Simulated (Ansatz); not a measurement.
Two structures, one formula

Two relaxed structures of CH$_{3}$BN, doublet (PBE0-D4/def2-TZVP; forces vanish, vibrations not checked).

A:

```xyz
6
angstrom
C -0.8686 0.2115 -0.1683
B 0.4357 -0.2631 0.3710
N 1.5254 -0.6594 0.8219
H -1.7056 0.4477 0.4777
H 2.3935 -0.9754 1.1803
H -1.0379 0.3414 -1.2305
```

B:

C1  (-0.310, 0.376, -0.217)
B2  (0.589, -0.667, 0.434)
N3  (1.356, -1.581, 0.978)
H4  (-1.072, 0.742, 0.474)
H5  (0.264, 1.220, -0.606)
H6  (-0.828, -0.090, -1.062)
(Å)

Program: Ansatz 0.2.0. Basis: def2-TZVPP. Cores are frozen in the correlated methods; orbitals are unrestricted. B3LYP uses VWN-RPA correlation.

Question: Which structure is lower at CCSD(T), and by how much? (An estimate is asked for; the value comes from the calculation.)

Answer: The calculation gives: A, by 114.4 kJ/mol (electronic energy, against the other). By their contacts, A is CH₃BN ([CH2][B][NH]) and B is CH₃BN ([CH3][B][N]).

All methods give the same order:

```csv
method,E(B) − E(A) (kJ/mol)
PBE-D4,123.2
r2SCAN-D4,123.5
PBE0-D4,117.7
B3LYP-D4,117.9
wB97M-V,110.2
HF,91.5
MP2,131.1
CCSD,110.9
CCSD(T),114.4
```

No T1 diagnostic of these runs exceeds 0.020. ⟨S²⟩ of the unrestricted Hartree–Fock references: 0.77 to 0.78 (a pure state has 0.75).

Labels in which every atom is bracketed show which atoms are joined, not bond orders.

For scale, one of the runs: CCSD(T)/def2-TZVPP, 135 basis functions, launched by `ansatz run in.yaml --threads 2 --pin off --events-out ev --progress --plain --max-ram 4352MiB`. Hardware: 2 CPU threads of an Arm Neoverse N1, shared host. Wall time 52 s; peak host memory 1.6 GiB.
